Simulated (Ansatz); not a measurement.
## Other spins and charges of SbH, singlet at one geometry

Geometry (PBE0/def2-TZVP stationary point for this spin):

```xyz
2

Sb    0.0000    0.0000    0.0000
H     0.0000    0.0000    1.7130
```

Basis def2-SVP with its core potentials; Ansatz 0.2.0. Correlated methods freeze the noble-gas cores and the filled d shells of p-block atoms. R marks a restricted (for open shells ROHF) determinant. Active spaces: valence = (6e, 5o) chosen from the atoms' valence shells. No spin–orbit coupling is included; scalar relativity enters through the core potentials alone.

Gaps are energies of the second state less the first, at fixed atoms, for a selection of the levels run; each method lands on the state that its own search finds for that charge and spin.

The determinant of the SbH singlet fills πx and πy unequally, so it is a mixture of Σ and Δ, which weighs on every level built on one determinant.

Removing an electron, to the doublet: 7.606 eV at full CI (singlet A1, doublet ion B1, in C2v).

By full CI's occupations no single determinant describes the singlet well.

| level | gap (eV) | error (meV) |
| --- | --- | --- |
| RHF | 6.793 | -813 |
| RMP2 | 7.203 | -403 |
| CISD | 7.259 | -347 |
| RCCSD | 7.396 | -210 |
| RCCSD(T) | 7.496 | -110 |
| BCCD(T) | 7.493 | -113 |
| RCCSDT* | 7.601 | -5 |
| CISDTQ | 7.591 | -15 |
| RCCSDT(Q)* | 7.608 | 2 |
| RCCSDTQ* | 7.606 | 0 |
| CASSCF (valence space) | 6.897 | -709 |
| NEVPT2 (valence space) | 7.452 | -154 |
| MRCISD (valence space) | 7.569 | -37 |
| MRCISD+Q (valence space) | 7.627 | 21 |

An asterisk marks runs whose energy the program itself flagged as in doubt.

Triplet less singlet: -1.025 eV at full CI (singlet A1, triplet A2, in C2v).

By full CI's occupations no single determinant describes the singlet well.

```
                   level  gap (eV)  error (meV)
                     RHF    -1.611         -586
                    RMP2    -1.469         -444
                    CISD    -1.358         -333
                   RCCSD    -1.228         -203
                RCCSD(T)    -1.134         -109
                 BCCD(T)    -1.138         -113
                 RCCSDT*    -1.030           -5
                  CISDTQ    -1.041          -16
              RCCSDT(Q)*    -1.023            2
                RCCSDTQ*    -1.026           -1
  CASSCF (valence space)    -1.156         -131
  NEVPT2 (valence space)    -1.078          -53
  MRCISD (valence space)    -1.033           -8
MRCISD+Q (valence space)    -1.019            6
```

Full CI is exact within this basis and frozen core; it isn't the basis-set limit.
